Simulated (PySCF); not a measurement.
**SF₄: adding exact exchange**

Base calculation in PySCF with density fitting and no spin–orbit coupling, PBE/def2-TZVP (no relativity): singlet, C2v, S–F 1.587 Å (×2), S–F 1.685 Å (×2); F–S–F 88.1° (×4), F–S–F 100.7°, F–S–F 174.0°; wavenumbers 204, 309, 416, 472, 480, 519, 706, 788, 822 cm⁻¹; dipole moment 0.64 D, gap between the highest occupied and lowest empty levels 4.97 eV, polar-tensor charge of S 2.29 e, atomisation energy (no zero-point energy) 1512 kJ/mol.

What changes on going to PBE0/def2-TZVP (no relativity)?

The point group stays the same. Changes: mean bond to S -0.035 Å, smallest bond angle -0.5 degrees, highest wavenumber +81 cm⁻¹, lowest wavenumber +20 cm⁻¹, dipole moment -0.03 D, gap between the highest occupied and lowest empty levels +2.92 eV, polar-tensor charge of S +0.14 e, atomisation energy (no zero-point energy) -147 kJ/mol. The new structure has S–F 1.553 Å (×2), S–F 1.649 Å (×2); F–S–F 87.6° (×4), F–S–F 101.3°, F–S–F 172.5°, with wavenumbers 224, 349, 463, 528, 533, 564, 749, 874, 903 cm⁻¹. Exact exchange shortens and stiffens the bonds and opens the gap, the usual pattern.

Each species is the lowest minimum found with this bonding; other isomers or fragments can lie lower.
